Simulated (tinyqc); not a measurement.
Inside a calculation. Method: Pariser-Parr-Pople SCF with singles CI, for the molecule N=C1C=CC=C1 (SMILES; centres numbered as the heavy atoms are written). One step of it, computed by the program tinyqc.

Problem. Iteration 3: Fock matrix. F_rr = H_rr + P_rr gamma_rr / 2 + sum_(s != r) P_ss gamma_rs; F_rs = H_rs - P_rs gamma_rs / 2; E = tr P (H + F) / 2 + core repulsion sum_(r<s) z_r z_s gamma_rs.

P after iteration 2, lower triangle:
```
           1N         2C         3C         4C        5C        6C
1N   0.914868
2C   0.850461   0.971116
3C   0.133479   0.335172   1.090066
4C  -0.290779  -0.012404   0.837511   0.966942
5C  -0.290779  -0.012404  -0.035255   0.452063  0.966942
6C   0.133479   0.335172  -0.395055  -0.035255  0.837511  1.090066
```

core matrix H (eV), lower triangle:
```
            1N          2C          3C          4C          5C          6C
1N  -39.712325
2C   -2.510000  -45.035944
3C    0.000000   -2.390000  -42.483142
4C    0.000000    0.000000   -2.390000  -41.073615
5C    0.000000    0.000000    0.000000   -2.390000  -41.073615
6C    0.000000   -2.390000    0.000000    0.000000   -2.390000  -42.483142
```

repulsion gamma_rs (eV), lower triangle:
```
           1N         2C         3C         4C         5C         6C
1N  12.300000
2C   7.729197  11.130000
3C   5.177097   7.552804  11.130000
4C   3.764467   5.520570   7.554850  11.130000
5C   3.764467   5.520570   5.519866   7.553862  11.130000
6C   5.177097   7.552804   5.518526   5.519866   7.554850  11.130000
```

Centres (angstrom, eV; a flat drawing with bonds scaled to 1.40 angstrom):

| centre | x | y | core charge z | W | gamma_rr |
|---|---|---|---|---|---|
| 1N | 2.159000 | 0.000000 | 1 | 14.100000 | 12.300000 |
| 2C | 0.759000 | 0.000000 | 1 | 11.160000 | 11.130000 |
| 3C | -0.064000 | 1.133000 | 1 | 11.160000 | 11.130000 |
| 4C | -1.395000 | 0.700000 | 1 | 11.160000 | 11.130000 |
| 5C | -1.395000 | -0.700000 | 1 | 11.160000 | 11.130000 |
| 6C | -0.064000 | -1.133000 | 1 | 11.160000 | 11.130000 |

Give: F; pi energy.

Solution.

F (eV), lower triangle:
```
         1N       2C       3C       4C       5C       6C
1N  -8.0131
2C  -5.7967  -5.4182
3C  -0.3455  -3.6557  -5.6879
4C   0.5473   0.0342  -5.5536  -5.3310
5C   0.5473   0.0342   0.0973  -4.0974  -5.3310
6C  -0.3455  -3.6557   1.0901   0.0973  -5.5536  -5.6879
```

pi energy = -80.9336 eV
